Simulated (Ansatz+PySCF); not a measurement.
The numbers below are computed, except where a source is named.
**Several solutions for triplet NH**

```yaml
atoms:
  - { symbol: N, position_ang: [0.0000, 0.0000, -0.2486] }
  - { symbol: H, position_ang: [0.0000, 0.0000, 1.7403] }
```

Basis set: 6-31G (spherical functions). Charge 0, multiplicity 3.

PBE0 (unrestricted) was run from several starts with Ansatz (development build ahead of 0.2.0) and PySCF 2.14.0.

| run | program | start | converged | energy (hartree) | <S²> |
| --- | --- | --- | --- | --- | --- |
| A | Ansatz | stability test followed | yes | -55.03983 | 2.67 |
| B | PySCF | program defaults | no | – | – |
| C | Ansatz | atomic start, no search | yes | -55.03983 | 2.67 |
| D | Ansatz | search for the lowest state | yes | -55.03983 | 2.67 |

**Question.** Which runs reached the lowest solution of this kind, and what is wrong with the others?

**Answer.** A, C, D reached the lowest solution found. Not converged: B. Caution: the unrestricted determinant is spin contaminated.
